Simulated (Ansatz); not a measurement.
```yaml
crystal:
  periodic: [false, false, false]
  atoms:
    - {symbol: P, position_ang: [-0.708363, 0.384951, -1.095651]}
    - {symbol: B, position_ang: [0.441399, 0.517799, 0.405647]}
    - {symbol: S, position_ang: [1.499285, -0.726475, 0.977550]}
    - {symbol: H, position_ang: [-1.156330, -1.008652, -0.955219]}
    - {symbol: H, position_ang: [-1.860521, 0.921411, -0.475022]}
    - {symbol: H, position_ang: [0.515188, 1.600838, 0.937559]}
    - {symbol: H, position_ang: [1.301362, -1.659148, 0.186770]}
basis:
  gaussian: {orbitals: aug-cc-pVDZ, point_charges: [{charge: 1.00, position_ang: [4.449, -0.557, 0.998]}]}
hamiltonian: {xc: {name: B2PLYP}}
output: {forces: true}
```

```sh
$ ansatz run in.yaml --threads 2 --pin off --events-out ev --progress --plain --max-ram 4352MiB
```

Shortened log:

```
Functional definition: B2PLYP
1123 factors; integrals over basis functions are off by at most 9.7e-4 eV
mean field evaluation 1: about -20853.6880 eV, gradient 1.9e1 eV
mean field evaluation 2: about -20853.7523 eV, gradient 1.9e1 eV
mean field evaluation 4: about -20855.1027 eV, gradient 2.1e0 eV
mean field evaluation 8: about -20855.1209 eV, gradient 1.3e-1 eV
mean field evaluation 16: about -20855.1210 eV, gradient 6.4e-5 eV
mean field -20855.12102361 eV, -766.4115615089 hartree, gradient 3.8e-6 eV, S^2 0.000000; 0 other end points of the search recorded, 0 dependent functions left out
11 core orbitals not correlated: weight in the atoms' cores, before any rotation towards them, 1.000 or more for the frozen orbitals, at most 0.000 for the correlated occupied ones
reference -20855.12123134 eV, -766.4115691427 hartree; 9, 9 occupied and 93, 93 virtual orbitals, 1123 factors
second order -12.29173745 eV of doubles, -0.00000000 eV of singles
Total energy: -20858.44000045 eV, -766.5335316581 hartree
Atom 0 at    -0.708363     0.384951    -1.095651 Å, force    -0.427528    -1.075581     0.028595 eV/Å
Atom 1 at     0.441399     0.517799     0.405647 Å, force    -1.396495     2.074461    -0.738053 eV/Å
Atom 2 at     1.499285    -0.726475     0.977550 Å, force     3.012867     1.473991     3.505283 eV/Å
Atom 3 at    -1.156330    -1.008652    -0.955219 Å, force     0.421585     0.720555    -0.186087 eV/Å
Atom 4 at    -1.860521     0.921411    -0.475022 Å, force    -0.109123     0.286575     0.029513 eV/Å
Atom 5 at     0.515188     1.600838     0.937559 Å, force     0.134243    -0.393848     0.011298 eV/Å
Atom 6 at     1.301362    -1.659148     0.186770 Å, force    -0.732096    -3.095218    -2.637087 eV/Å
Dipole moment:    -0.850459    -0.029673    -0.230685 e Å
```

Hardware: 2 threads of an Intel Xeon on a shared host. Wall time 13 s, peak host memory 0.33 GiB.
